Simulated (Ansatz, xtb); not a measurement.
## Relaxing a trial structure of S2Si

The starting geometry of this gas-phase singlet has its atoms placed at random.

```yaml
atoms:
  - { symbol: S, position_ang: [0.3765, 0.2824, -0.1098] }
  - { symbol: S, position_ang: [-0.9934, -1.0954, 0.1109] }
  - { symbol: Si, position_ang: [-0.0724, 0.0806, 1.6685] }
```

Guess where an optimisation with r2SCAN-D4/def2-SVP ends from this start.

It ends as a structure given below by its coordinates. Distances that change by over a tenth: S1–S2 (1.96 → 2.20 Å), S1–Si3 (1.85 → 2.14 Å).

The energy falls by 1.38 eV over 5 steps:

```json
{"step": "1", "E − E(last) (eV)": "1.379"}
{"step": "2", "E − E(last) (eV)": "0.082"}
{"step": "3", "E − E(last) (eV)": "0.001"}
{"step": "4", "E − E(last) (eV)": "0.000"}
{"step": "5", "E − E(last) (eV)": "0.000"}
```

Final geometry (Å):

```yaml
atoms:
  - { symbol: S, position_ang: [0.4946, 0.3819, -0.2607] }
  - { symbol: S, position_ang: [-1.0402, -1.1327, 0.1847] }
  - { symbol: Si, position_ang: [-0.1438, 0.0184, 1.7456] }
```

From the same start GFN2-xTB reaches the same bonding as this run.

From so rough a start the end depends on the optimiser's path, so another program may land elsewhere. No frequencies were run, so the end isn't proven a minimum. Run with Ansatz 0.2.0, 9 s on 1 thread of Arm Neoverse V1, with other jobs on the host.
